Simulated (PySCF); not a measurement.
Can point charges reproduce the dipole moment of `C=CN=C=O`?

Coordinates (PBE0-D3(BJ)/def2-SVP, Å) and charges (e) from the PBE0/pcSseg-1 density (PySCF):

```tsv
atom	x	y	z	Mulliken	IAO	Hirshfeld	ESP-fitted
C1	-0.915	-0.402	0.889	-0.2024	-0.3364	-0.1096	-0.5938
C2	-0.639	0.394	-0.150	+0.0452	-0.0274	+0.0136	+0.2053
N3	0.570	0.468	-0.802	-0.5510	-0.2870	-0.1269	-0.4971
C4	1.703	0.098	-0.931	+0.6421	+0.5261	+0.2497	+0.7156
O5	2.816	-0.191	-1.143	-0.3357	-0.3605	-0.1932	-0.4165
H6	-1.911	-0.382	1.334	+0.1356	+0.1631	+0.0558	+0.2103
H7	-0.171	-1.080	1.313	+0.1339	+0.1549	+0.0506	+0.2543
H8	-1.398	1.067	-0.560	+0.1323	+0.1671	+0.0600	+0.1219
```

Compute μ = Σ q r for each scheme (1 e·Å = 4.803 D) and compare with the dipole of the full density.

The full density gives (-2.10, 0.05, 0.94) D, 2.30 D in size; dipole vectors point from the negative to the positive end.

```
    scheme     μx     μy    μz  size (D)  share of the full size (%)  angle to the full dipole (°)
  Mulliken  -2.29  -0.42  1.55      2.80                         122                            14
       IAO  -2.54   0.28  0.89      2.71                         118                             7
 Hirshfeld  -1.43   0.19  0.47      1.52                          66                             8
ESP-fitted  -2.12   0.05  0.94      2.32                         101                             0
```

Which set comes closest?

Length of the difference vector: ESP-fitted 0.02 D, IAO 0.50 D, Mulliken 0.79 D, Hirshfeld 0.83 D. Closest: ESP-fitted. 

What is left for the Hirshfeld atoms' own dipoles?

The shares of the density sum to the whole, so what Σ q r misses lies in dipoles about the nuclei. The atomic dipoles sum to (-2.10, 0.05, 0.94) − (-1.43, 0.19, 0.47) = (-0.67, -0.14, 0.47) D, 0.83 D in size.

With the origin at the mean of the coordinates, (0.007, -0.004, -0.006) Å, which are the largest single terms, by size, of the Hirshfeld dipole along the direction of the full one?

O5 +2.81, C4 -2.31, C1 -0.63, H6 +0.61, N3 +0.51 D; all 8 atoms together +1.50 D. The single terms depend on the origin, their sum doesn't.

Give the size of the full dipole in other units.

2.30 D = 0.906 au = 0.479 e·Å = 7.68 × 10⁻³⁰ C·m.

One conformer (not necessarily the lowest) at the PBE0-D3(BJ)/def2-SVP geometry, without solvent, vibrations or thermal averaging.

Conformer computed: `[CH2:1]=[CH:2][N:3]=[C:4]=[O:5]`: C1–C2–N3–C4 1°.
